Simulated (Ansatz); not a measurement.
Reaction (SMILES): ClB(Cl)Cl → Cl[B]Cl + Cl atom
B3LYP-D3(BJ)/def2-TZVP geometries, fixed; electronic energies without zero-point terms.
Largest species:
```
B
Cl 1 1.7452
Cl 1 1.7452 2 120.00
Cl 1 1.7452 2 120.00 3 -180.00
```

Basis-set convergence of the bond dissociation energy at PBE with Ansatz (a program for electronic structure). Cartesian d functions, on some or all atoms, in 6-31G**, 6-31+G*, 6-311G**, 6-311+G**; all else is spherical. The program fits the integrals of some runs and decomposes those of others, by size. Open shells are unrestricted. No added dispersion term, no relativity. Functions are those of the species that has most. Reference: the value in pcseg-4, 118.48 kcal/mol, itself unsure by roughly 0.06 kcal/mol (its mean distance from aug-pcseg-3, aug-cc-pV(Q+d)Z, cc-pV(5+d)Z). Deviations are taken from unrounded values.

```tsv
basis	functions	bond dissociation energy (kcal/mol)	minus reference (kcal/mol)
3-21G	48	114.54	-3.94
pcseg-0	48	110.82	-7.66
def2-SVP	68	122.40	3.92
6-31G**	72	119.55	1.07
6-31+G*	88	118.03	-0.45
6-311G**	99	117.79	-0.69
def2-SVPD	101	119.37	0.89
aug-pcseg-1	104	117.70	-0.78
6-311+G**	115	118.30	-0.18
aug-cc-pV(D+d)Z	119	118.69	0.21
def2-TZVP	142	119.09	0.61
def2-TZVPP	157	119.09	0.61
def2-TZVPD	175	118.64	0.16
def2-TZVPPD	190	118.63	0.15
def2-QZVPP	267	118.52	0.04
def2-QZVPPD	300	118.40	-0.08
aug-cc-pV(Q+d)Z	347	118.53	0.05
pcseg-4	416	118.48	0.00
```
